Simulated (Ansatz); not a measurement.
Geometry optimisation, RKS PBE0-D4/def2-SVP in Ansatz 0.2.0.

Input file:

```yaml
crystal:
  periodic: [false, false, false]
  atoms:
    - { symbol: B, position_ang: [-0.057567, -0.489746, -0.39597] }
    - { symbol: C, position_ang: [-0.025692, -0.096334, 2.380376] }
    - { symbol: H, position_ang: [-0.95174, -0.004887, 2.962747] }
    - { symbol: H, position_ang: [0.818341, -0.318028, 3.048027] }
    - { symbol: H, position_ang: [0.167464, 0.842802, 1.845193] }
    - { symbol: H, position_ang: [1.058603, -0.045168, -0.415923] }
    - { symbol: H, position_ang: [-1.06612, 0.163811, -0.422912] }
    - { symbol: Cl, position_ang: [-0.2375, -2.294268, -0.51854] }
    - { symbol: H, position_ang: [-0.139789, -0.944984, 1.676602] }
basis:
  gaussian: { orbitals: def2-SVP }
hamiltonian:
  xc: pbe0
  dispersion: d4
relax:
  f_tol: 0.03
  max_steps: 50
output:
  orbitals: {}
```

Run as:

```bash
$ ansatz run input.yaml --threads 1 --pin off --max-ram 2048MiB --backend cpu --events-out ev --progress --plain --runs-dir out
```

Task: Where does it end, and by what steps?

Result: The run converged. The force dipped under the threshold on the way, but the program's further checks kept it going. After 12 steps the energy has fallen by 0.125 eV; H9 moved furthest, 0.54 Å.

| step | energy less start (eV) | largest force component (eV/Å) | accepted |
| --- | --- | --- | --- |
| 0 | 0.0000 | 1.251 | yes |
| 1 | -0.0633 | 0.903 | yes |
| 2 | -0.0829 | 0.548 | yes |
| 3 | -0.1071 | 0.406 | yes |
| 4 | -0.1201 | 0.301 | yes |
| 5 | -0.1228 | 0.073 | yes |
| 6 | -0.1237 | 0.064 | yes |
| 7 | -0.1246 | 0.013 | yes |
| 8 | -0.1250 | 0.022 | yes |
| 9 | -0.1248 | 0.070 | no |
| 10 | -0.1251 | 0.031 | yes |
| 11 | -0.1252 | 0.033 | yes |
| 12 | -0.1252 | 0.013 | yes |

```xyz
9
Properties=species:S:1:pos:R:3
B -0.058 -0.513 -0.752
C -0.028 -0.107 2.638
H -0.943 0.149 3.187
H 0.828 -0.111 3.326
H 0.145 0.640 1.851
H 1.056 -0.061 -0.762
H -1.053 0.163 -0.738
Cl -0.242 -2.244 -0.780
H -0.138 -1.103 2.190
```

Whether the end is a true minimum wasn't checked by a vibrational analysis.

The run took 27 s on 1 thread of Arm Neoverse V2, on a shared host, peak memory 0.16 GiB.
